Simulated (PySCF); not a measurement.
**Converging F₂ in the basis (CCSD)**

PySCF, RHF reference; singlet, unpaired electrons none; De to F + F without counterpoise correction. Frozen cores follow the default of each basis and core potential.

```tsv
basis	relativity	functions	Re (Å)	ωe (cm⁻¹)	De (eV)	frozen orbitals
3-21G	no relativity	18	1.483	974	1.36	2
def2-SVP	no relativity	28	1.414	929	1.07	2
def2-SVPD	no relativity	46	1.418	918	1.02	2
pcseg-2	no relativity	60	1.398	1006	1.25	2
x2c-TZVPPall	spin-free X2C	62	1.395	1009	1.22	2
def2-TZVPPD	no relativity	80	1.396	1007	1.23	2
```

Q: How does each smaller set differ from the one with most functions, def2-TZVPPD?

A: 3-21G: +8.7 pm, -3.3 % in ωe, +0.13 eV in De; def2-SVP: +1.8 pm, -7.7 % in ωe, -0.16 eV in De; def2-SVPD: +2.2 pm, -8.8 % in ωe, -0.21 eV in De; pcseg-2: +0.2 pm, -0.1 % in ωe, +0.02 eV in De; x2c-TZVPPall: -0.1 pm, +0.2 % in ωe, -0.01 eV in De. All at CCSD; the set with most functions is neither the basis-set limit nor always the best. The rows treat relativity differently, so the differences are not basis effects alone.

Correlated steps freeze 2 core orbitals. Correlated levels converge slowly with the basis: in double zeta they bind strong bonds too weakly, by up to about 1 eV, and carry superposition errors of some tenths. Where the molecule has an RHF reference, its open-shell atoms are computed with UHF. 3-21G is very small, so such numbers show the basis as much as the molecule.
